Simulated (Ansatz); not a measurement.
Rutile MnF₂, treated with PBE (PAW; Ansatz, an electronic-structure program).

Run with plane-wave cutoff 520 eV, 8×8×10 k mesh (along the axes of the cell as run), Fermi–Dirac smearing 0.01 eV, spin-polarised with opposed moments, scalar-relativistic PAW data made under PBE.

The cell is scaled about its equilibrium volume:

Shape and atoms are relaxed at each volume.

| V (Å³/atom) | P (GPa) | direct gap at Γ (eV) | smallest gap on the k mesh (eV) | c (Å) |
|---|---|---|---|---|
| 12.949 | 3.74 | 2.290 | 2.192 | 3.296 |
| 13.219 | 1.76 | 2.294 | 2.233 | 3.309 |
| 13.489 | 0.00 | 2.292 | 2.237 | 3.320 |
| 13.758 | -1.56 | 2.286 | 2.236 | 3.332 |
| 14.028 | -2.93 | 2.273 | 2.228 | 3.341 |

The fundamental gap (2.24 eV at the equilibrium volume, with added k points) lies elsewhere than Γ–Γ.

Measured, for comparison: band gap 9.9 eV (temperature not stated, not corrected to a static lattice, the source doubts the polymorph; as tabulated in Das and Bazhirov (2019), arXiv:1808.05325).

Note: without U or exact exchange, gaps and moments of open d shells tend to come out too small; the bulk modulus comes from volumes at which shape and atoms were relaxed.
